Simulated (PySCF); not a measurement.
difluorophosphane: 4 charge schemes on one density

Compound: difluorophosphane, F2HP.
Structure used (PBE0-D3(BJ)/def2-TZVP), in Å, numbered top down from 1:
```
atom  x, y, z in Å
F1    -0.8841    0.1994    1.0251
P2     0.4554    0.3150    0.1813
F3     0.6550   -1.2142   -0.1919
H4    -0.1892    0.6725   -1.0486
```

Density: PBE0/pcSseg-2 (PySCF); schemes: Mulliken, IAO, Hirshfeld and ESP-fitted. Geometry: PBE0-D3(BJ)/def2-TZVP; no solvent, vibrations or thermal averaging.

Problem. For which atoms does the sign change between the 4 schemes (beyond +0.03 e in one, beyond −0.03 e in another)?

Solution. H4.

Problem. At which atom do the 4 schemes differ most?

Solution. At P2: from +0.152 (ESP-fitted) to +1.057 e (IAO), 0.905 e apart.

Problem. Give the atomic charges in each scheme.

Solution. In e:

```tsv
atom	environment	Mulliken	IAO	Hirshfeld	ESP-fitted
F1	phosphorus-bound fluorine	-0.330	-0.496	-0.151	-0.121
P2	three-coordinate phosphorus	+0.737	+1.057	+0.327	+0.152
F3	phosphorus-bound fluorine	-0.329	-0.496	-0.150	-0.122
H4	P–H hydrogen	-0.078	-0.065	-0.026	+0.090
```

Mean size of the charges over all atoms: IAO 0.528 e, Mulliken 0.369 e, Hirshfeld 0.164 e, ESP-fitted 0.121 e. Each set sums to the total charge, 0, to within 0.001 e. The IAO scheme projects the occupied orbitals on a minimal set of polarised atomic orbitals and counts the electrons in each atom's part of it. The ESP scheme is a least-squares fit of atom-centred charges to the potential on four shells outside the van der Waals surface, with the total charge fixed.

Problem. How many electrons does the IAO scheme count on F1?

Solution. Z − q = 9 − (-0.496) = 9.496.

Problem. Sum the charges by element, for elements with more than one atom.

Solution. 
```csv
element,atoms,Mulliken,IAO,Hirshfeld,ESP-fitted
F,2,-0.659,-0.992,-0.301,-0.242
```
